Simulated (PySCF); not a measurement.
Exercise with solution: entropy of an ideal gas

CH3, SMILES [CH3], multiplicity 2.

Geometry: TPSSh-D3(BJ)/def2-TZVPD. The isomer is the one that the SMILES or the coordinates give; other isomers of the formula were not compared.

TPSSh-D3(BJ)/def2-TZVPD (PySCF 2.14.0) gives the harmonic wavenumbers 507, 1420, 1420, 3103, 3279, 3279 cm⁻¹ and the rotational temperatures 13.7262, 13.7262, 6.8631 K. The molar mass is 15.03 g/mol, the symmetry number 6, the spin multiplicity 2.

Problem. Work out the entropy at 298.15 K and 1 atm in the rigid-rotor, harmonic-oscillator model.

Solution. 
Translation (Sackur–Tetrode at 1 atm): S = R[1.5 ln M + 2.5 ln T − 1.16487] = 142.5 J/(mol K).
Rotation: q = (√π/σ) T^1.5/√(θA θB θC) = 42.3, S = R[ln q + 3/2] = 43.6 J/(mol K).
Vibration: with u = 1.4388 ν/T, each mode gives R[u/(e^u − 1) − ln(1 − e^−u)]:
```json
[
 {"ν (cm⁻¹)": "507", "modes": "1", "u": "2.45", "S (J/(mol K))": "2.68"},
 {"ν (cm⁻¹)": "1420", "modes": "2", "u": "6.85", "S (J/(mol K))": "0.14"}
]
```
The stiffer modes add less than 0.005 each. Sum 2.8 J/(mol K).
Spin: R ln 2 = 5.8 J/(mol K).
Total 194.7 J/(mol K); the program's own thermochemistry gives 194.7. Translation makes up 73 % and vibration 1 %. Anharmonicity, hindered rotation and orbital degeneracy are left out.
